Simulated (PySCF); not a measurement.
Molecule: `CN1CCCC1`, C5H11N.

Geometry:
```json
{"atom": "C1", "x (Å)": "-1.929", "y (Å)": "0.735", "z (Å)": "-0.386"}
{"atom": "N2", "x (Å)": "-0.725", "y (Å)": "0.238", "z (Å)": "0.213"}
{"atom": "C3", "x (Å)": "0.447", "y (Å)": "1.063", "z (Å)": "0.022"}
{"atom": "C4", "x (Å)": "1.592", "y (Å)": "0.194", "z (Å)": "0.546"}
{"atom": "C5", "x (Å)": "1.071", "y (Å)": "-1.252", "z (Å)": "0.397"}
{"atom": "C6", "x (Å)": "-0.326", "y (Å)": "-1.087", "z (Å)": "-0.205"}
{"atom": "H7", "x (Å)": "-2.773", "y (Å)": "0.066", "z (Å)": "-0.156"}
{"atom": "H8", "x (Å)": "-2.173", "y (Å)": "1.730", "z (Å)": "0.017"}
{"atom": "H9", "x (Å)": "-1.860", "y (Å)": "0.825", "z (Å)": "-1.495"}
{"atom": "H10", "x (Å)": "0.605", "y (Å)": "1.302", "z (Å)": "-1.057"}
{"atom": "H11", "x (Å)": "0.344", "y (Å)": "2.023", "z (Å)": "0.553"}
{"atom": "H12", "x (Å)": "2.523", "y (Å)": "0.371", "z (Å)": "-0.012"}
{"atom": "H13", "x (Å)": "1.799", "y (Å)": "0.424", "z (Å)": "1.601"}
{"atom": "H14", "x (Å)": "1.716", "y (Å)": "-1.874", "z (Å)": "-0.240"}
{"atom": "H15", "x (Å)": "1.012", "y (Å)": "-1.745", "z (Å)": "1.378"}
{"atom": "H16", "x (Å)": "-0.279", "y (Å)": "-1.166", "z (Å)": "-1.318"}
{"atom": "H17", "x (Å)": "-1.047", "y (Å)": "-1.845", "z (Å)": "0.142"}
```

Spin–spin couplings on one PBE0-D3(BJ)/def2-SVP geometry, PySCF 2.14.0 with density-fitted response routines, gas phase, non-relativistic, equivalent pairs averaged (spin–dipole term only in couplings to heteroatoms); isotopes 13C, 1H, 15N; functional B3LYP.

How do the couplings (Hz) change with the basis set? Times are CPU seconds on 1 thread of an Arm Neoverse V1, shared host. Far from the basis limit: 6-31G*, pcJ-0, 6-31G-J, def2-TZVP.

Results:


```
basis set  functions  1J(C3,H10)  1J(C4,H12)  1J(C1,H7)  1J(C3,C4)  1J(C4,C5)  1J(C1,N2)  1J(N2,C3)  core-s
   6-31G*        106       150.2       149.7      144.6       52.3       49.3      -11.1      -10.5      14
    pcJ-0        111       120.0       117.4      117.1       28.9       26.5       -1.8       -1.2      14
  6-31G-J        116       143.8       141.2      141.6       37.3       33.9       -4.2       -3.5      16
def2-TZVP        252       131.3       128.7      129.6       35.8       32.3       -3.9       -3.6      48
    pcJ-1        272       139.3       136.7      137.5       37.6       34.3       -5.5       -5.0      58
```

The Fermi-contact term samples the wavefunction at the nucleus, which is why sets with added tight s functions (names with J) are made for couplings.
